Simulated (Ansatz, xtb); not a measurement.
**Ligand exchange: H2 + C2H4Si → SiH4 + C2H2**

Species: H2 (hydrogen), singlet; C2H4Si (ethynylsilane) `C#C[SiH3]`, singlet; SiH4 (silane) `[SiH4]`, singlet; C2H2 (acetylene) `C#C`, singlet. The partners trade H for SiH3: H–H and C–SiH3 bonds give way to H–SiH3 and C–H.

Shapes, held fixed at every level: PBE0-D4/def2-TZVP. Programs: Ansatz 0.2.0, xtb 6.7.1. The zero-point and thermal change to 298 K, harmonic and unscaled (PBE0-D4/def2-TZVP), is +9.0 kJ/mol.

| level | kind | ΔH(298 K) (kJ/mol) | less CCSD(T)/CBS estimate |
| --- | --- | --- | --- |
| GFN2-xTB | semi-empirical | -47.8 | -72.6 |
| SPW92/def2-TZVPP | LDA | +23.2 | -1.6 |
| PBE-D4/def2-TZVPP | GGA | +26.8 | +2.0 |
| PBE0/def2-SVP | global hybrid | +14.2 | -10.6 |
| BHLYP-D4/def2-TZVPP | global hybrid | +20.2 | -4.6 |
| wB97X-V/def2-TZVPP | range-separated hybrid | +20.6 | -4.2 |
| MP2/def2-SVP | perturbation theory | +18.6 | -6.2 |
| CCSD/def2-TZVPP | coupled cluster or CI | +18.1 | -6.7 |
| CCSD(T)/CBS estimate | coupled cluster or CI | +24.8 | 0.0 |

The highest level, CCSD(T)/CBS estimate, gives ΔH(298 K) = +24.8 kJ/mol; the levels span -47.8 to +26.8. They disagree on the sign: 8 of 9 are positive. GFN2-xTB strays far from the other rows. The column of differences is taken from that level and isn't an error. No measured value is set beside it here. The CBS estimate extrapolates MP2 from def2-TZVPP and def2-QZVPP and adds CCSD(T) − MP2 in the triple-zeta set, cores frozen; for H2 it overshoots the exact energy by about 1 mEh.
